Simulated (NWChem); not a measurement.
**Correlation energy of dimethylamine (C2H7N)**

SMILES: CNC
```xyz
10

C      0.0184     0.2167    -1.2073
N     -0.1400    -0.5514     0.0000
C      0.0184     0.2167     1.2073
H      0.9861     0.7624    -1.2886
H     -0.7815     0.9733    -1.2786
H     -0.0754    -0.4361    -2.0886
H      0.5011    -1.3400     0.0000
H      0.9861     0.7624     1.2886
H     -0.0754    -0.4361     2.0886
H     -0.7815     0.9733     1.2786
```
Charge 0, spin multiplicity 1.

The numbers come from NWChem runs, not from measurements. Structure: optimised with PBE0/def2-SVP, a minimum by its harmonic frequencies.

Basis set: 6-311G**. Each correlation energy counts from its own Hartree-Fock reference.

The correlated methods keep 3 core orbitals frozen. The Pople sets run with spherical d functions. Coupled-cluster values serve here as a point of comparison, not as the truth.

### Question
Order these methods by the correlation energy they give, lowest first: CR-CCSD(T), CCSD+T(CCSD), SCS-MP2, CCSD, MP2.

### Answer
CCSD+T(CCSD) (-552.4 mHa), CR-CCSD(T) (-548.2 mHa), CCSD (-535.6 mHa), SCS-MP2 (-496.9 mHa), MP2 (-494.9 mHa)
